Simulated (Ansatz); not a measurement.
# Worked example: BH(CH3)Cl + SiH4 → BH(CH3)(SiH3) + HCl

Species: BH(CH3)Cl, singlet; SiH4 (silane) `[SiH4]`, singlet; BH(CH3)(SiH3), singlet; HCl (hydrogen chloride), singlet. The partners trade Cl for SiH3: B–Cl and H–SiH3 bonds give way to B–SiH3 and H–Cl.

Shapes, held fixed at every level: PBE0-D4/def2-TZVP. Programs: Ansatz 0.2.0. The zero-point and thermal change to 298 K, harmonic and unscaled (PBE0-D4/def2-TZVP), is -2.3 kJ/mol.

At CCSD(T)/CBS estimate; 1 Eh = 2625.50 kJ/mol:

```
      species  energy (Eh)
    BH(CH3)Cl  -525.071104
         SiH4  -291.463062
BH(CH3)(SiH3)  -356.105701
          HCl  -460.381270
```

Work out ΔH(298 K) of the reaction at this level.


1. Products less reactants: (-356.105701) + (-460.381270) − [(-525.071104) + (-291.463062)] = 0.047195 Eh = +123.9 kJ/mol.
2. With the thermal change: +123.9 + (-2.3) = +121.6 kJ/mol.

Other levels give +116.1 (PBE-D4/def2-TZVPP) to +126.2 kJ/mol (BHLYP-D4/def2-TZVPP). No measured value is set beside it here. The CBS estimate extrapolates MP2 from def2-TZVPP and def2-QZVPP and adds CCSD(T) − MP2 in the triple-zeta set, cores frozen.
